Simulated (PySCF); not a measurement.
# Atomic charges by several schemes

C4H6O2.
Geometry (GFN2-xTB, Å), atoms numbered from 1 in this order:
```
atom  x, y, z in Å
C1    -2.2836    0.1720    1.0796
C2    -1.3093   -0.4229    0.4182
O3    -0.1370    0.2380    0.1335
C4     0.8259   -0.4164   -0.5486
C5     2.0169    0.4782   -0.7522
O6     0.7260   -1.5502   -0.9289
H7    -2.1925    1.1894    1.4163
H8    -3.1950   -0.3509    1.2980
H9    -1.3496   -1.4429    0.0571
H10    2.3994    0.7976    0.2143
H11    2.7866   -0.0566   -1.2996
H12    1.7136    1.3642   -1.3046
```

Density: PBE0/pcSseg-1 (PySCF); schemes: Mulliken, IAO, Hirshfeld and ESP-fitted. One conformer (not necessarily the lowest) at the GFN2-xTB geometry, without solvent, vibrations or thermal averaging.

Task: Which atoms carry the lowest charge in the Mulliken, IAO, Hirshfeld and ESP-fitted schemes?

Result: The schemes don't all agree: Mulliken O3 (-0.425); IAO C5 (-0.476); Hirshfeld O6 (-0.253); ESP-fitted C5 (-0.678).

Task: Which atoms carry the highest charge in the Mulliken, IAO, Hirshfeld and ESP-fitted schemes?

Result: All schemes agree: Mulliken C4 (+0.365); IAO C4 (+0.532); Hirshfeld C4 (+0.223); ESP-fitted C4 (+0.851).

Task: For which atoms does the sign change between the 4 schemes (beyond +0.03 e in one, beyond −0.03 e in another)?

Result: For none.

Task: Tabulate the Mulliken, IAO, Hirshfeld and ESP-fitted charges.

Result: In e:

```json
{"atom": "C1", "environment": "terminal =CH2 carbon", "Mulliken": "-0.181", "IAO": "-0.356", "Hirshfeld": "-0.122", "ESP-fitted": "-0.576"}
{"atom": "C2", "environment": "vinylic carbon bearing oxygen", "Mulliken": "+0.048", "IAO": "+0.046", "Hirshfeld": "+0.024", "ESP-fitted": "+0.129"}
{"atom": "O3", "environment": "ester single-bonded oxygen", "Mulliken": "-0.425", "IAO": "-0.315", "Hirshfeld": "-0.084", "ESP-fitted": "-0.342"}
{"atom": "C4", "environment": "ester carbonyl carbon", "Mulliken": "+0.365", "IAO": "+0.532", "Hirshfeld": "+0.223", "ESP-fitted": "+0.851"}
{"atom": "C5", "environment": "methyl carbon next to a carbonyl", "Mulliken": "-0.233", "IAO": "-0.476", "Hirshfeld": "-0.120", "ESP-fitted": "-0.678"}
{"atom": "O6", "environment": "ester carbonyl oxygen", "Mulliken": "-0.398", "IAO": "-0.448", "Hirshfeld": "-0.253", "ESP-fitted": "-0.554"}
{"atom": "H7", "environment": "vinylic hydrogen", "Mulliken": "+0.127", "IAO": "+0.162", "Hirshfeld": "+0.049", "ESP-fitted": "+0.240"}
{"atom": "H8", "environment": "vinylic hydrogen", "Mulliken": "+0.133", "IAO": "+0.167", "Hirshfeld": "+0.056", "ESP-fitted": "+0.218"}
{"atom": "H9", "environment": "vinylic hydrogen", "Mulliken": "+0.129", "IAO": "+0.167", "Hirshfeld": "+0.049", "ESP-fitted": "+0.138"}
{"atom": "H10", "environment": "methyl hydrogen", "Mulliken": "+0.147", "IAO": "+0.174", "Hirshfeld": "+0.059", "ESP-fitted": "+0.192"}
{"atom": "H11", "environment": "methyl hydrogen", "Mulliken": "+0.144", "IAO": "+0.172", "Hirshfeld": "+0.058", "ESP-fitted": "+0.190"}
{"atom": "H12", "environment": "methyl hydrogen", "Mulliken": "+0.147", "IAO": "+0.174", "Hirshfeld": "+0.059", "ESP-fitted": "+0.191"}
```

Mean size of the charges over all atoms: ESP-fitted 0.358 e, IAO 0.266 e, Mulliken 0.206 e, Hirshfeld 0.096 e. Each set sums to the total charge, 0, to within 0.001 e. The ESP scheme is a least-squares fit of atom-centred charges to the potential on four shells outside the van der Waals surface, with the total charge fixed. The Hirshfeld scheme weights the molecular density at each point by an atom's share of the summed free-atom densities.

Task: Sum the charges by element.

Result: 
```
element  atoms  Mulliken     IAO  Hirshfeld  ESP-fitted
      C      4    -0.002  -0.253     +0.006      -0.274
      O      2    -0.824  -0.763     -0.336      -0.895
      H      6    +0.825  +1.017     +0.331      +1.170
```

Task: How closely do the schemes follow one another over all atoms?

Result: Correlation coefficient and root-mean-square difference: IAO with ESP-fitted 0.99, 0.135 e; IAO with Hirshfeld 0.96, 0.193 e; Mulliken with IAO 0.95, 0.107 e; Hirshfeld with ESP-fitted 0.95, 0.317 e; Mulliken with Hirshfeld 0.93, 0.134 e; Mulliken with ESP-fitted 0.91, 0.233 e.
